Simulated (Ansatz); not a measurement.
# Si2H4 (triplet): from Hartree-Fock to the top rungs at distance Si1–H5 along a hydrogen transfer = 1.727 Å, cc-pVDZ

Aim: climb from Hartree-Fock through coupled cluster and multireference methods for Si2H4 (triplet) at one geometry and basis, and see what each rung misses.

Computed with Ansatz 0.2.0, Gaussian basis. Level: cc-pVDZ, core rule «outside noble gas», up to 10 orbitals frozen.

The runs, in order: UHF; CCSD(T) on ROHF; CCSD(T) on UHF; BCCD(T) on ROHF; CISD; CCSDT(Q) on ROHF; CCSDT(Q) on UHF; CASSCF and MRCISD+Q, 4 electrons in 4 orbitals; CASSCF and NEVPT2, 4 electrons in 4 orbitals.

10 further runs of the same task are left out: 10 that didn't finish.

### 1 What is computed

The geometry derives from fragments relaxed apart (PBE0/def2-TZVP) and kept rigid, so it is no stationary point. A hydrogen atom is moved between rigid fragments.

6 atoms, charge 0, spin multiplicity 3.

Atoms are counted from 1 here; the program's logs count them from 0.

Bond lengths: Si1–H2 1.485 Å, Si1–H3 1.485 Å, Si1–H4 1.485 Å. Angles: H2–Si1–H3 109.5°, H2–Si1–H4 109.5°, H3–Si1–H4 109.5°.

Coordinates:

```tsv
atom	x (Å)	y (Å)	z (Å)
Si1	-1.7642	0.0000	0.0000
H2	-2.2591	1.3997	0.0000
H3	-2.2591	-0.6999	1.2122
H4	-2.2591	-0.6999	-1.2122
H5	-0.0372	0.0000	0.0000
Si6	2.0088	0.0000	0.0000
```

### 2 UHF

in.yaml reads:

```yaml
crystal:
  periodic: [false, false, false]
  atoms:
    - {symbol: Si, position_ang: [-1.764220, 0.000000, 0.000000]}
    - {symbol: H, position_ang: [-2.259092, 1.399708, 0.000000]}
    - {symbol: H, position_ang: [-2.259091, -0.699854, 1.212183]}
    - {symbol: H, position_ang: [-2.259092, -0.699854, -1.212182]}
    - {symbol: H, position_ang: [-0.037220, 0.000000, 0.000000]}
    - {symbol: Si, position_ang: [2.008780, 0.000000, 0.000000]}
basis:
  gaussian: {orbitals: cc-pVDZ}
magnetization: {spin_polarized: true, initial_magnetization: 2}
hamiltonian: {xc: hf}
output: {orbitals: {seedname: orbitals}}
```

Launch:

```bash
> ansatz run in.yaml --threads 1 --pin off --events-out ev --progress --plain --max-ram 2393MiB
```

After this run come: CCSD(T) on ROHF; CCSD(T) on UHF; BCCD(T) on ROHF; CISD; CCSDT(Q) on ROHF; CCSDT(Q) on UHF; CASSCF and MRCISD+Q, 4 electrons in 4 orbitals; CASSCF and NEVPT2, 4 electrons in 4 orbitals.

Q: Predict the results of all the runs planned. Wanted: UCCSDT(Q) below the RHF energy; RMP2 from UCCSDT(Q); UMP2 from UCCSDT(Q); RCCSD from UCCSDT(Q); RCCSD(T) from UCCSDT(Q); UCCSD(T) from UCCSDT(Q); RCCSDT(Q) from UCCSDT(Q); MRCISD+Q pair from UCCSDT(Q); T1 diagnostic.

The runs gave:

| quantity | value |
| --- | --- |
| UCCSDT(Q) below the RHF energy | -6.1786 eV |
| RMP2 from UCCSDT(Q) | +1498.5 meV |
| UMP2 from UCCSDT(Q) | +1497.8 meV |
| RCCSD from UCCSDT(Q) | +166.2 meV |
| RCCSD(T) from UCCSDT(Q) | +37.8 meV |
| UCCSD(T) from UCCSDT(Q) | +37.2 meV |
| RCCSDT(Q) from UCCSDT(Q) | +0.2 meV |
| MRCISD+Q pair from UCCSDT(Q) | +10.8 meV |
| levels within 1 kcal/mol (43 meV) | RCCSD(T), UCCSD(T), BCCD(T), RCCSDT, UCCSDT, RCCSDT(Q), MRCISD+Q pair |
| T1 diagnostic | 0.018 |

RCCSD(T) lands +37.8 meV from the yardstick (0.6 % of the correlation energy). These misses are within one basis, not against nature; the frozen cores of restricted and unrestricted runs differ, which can shift their rows.
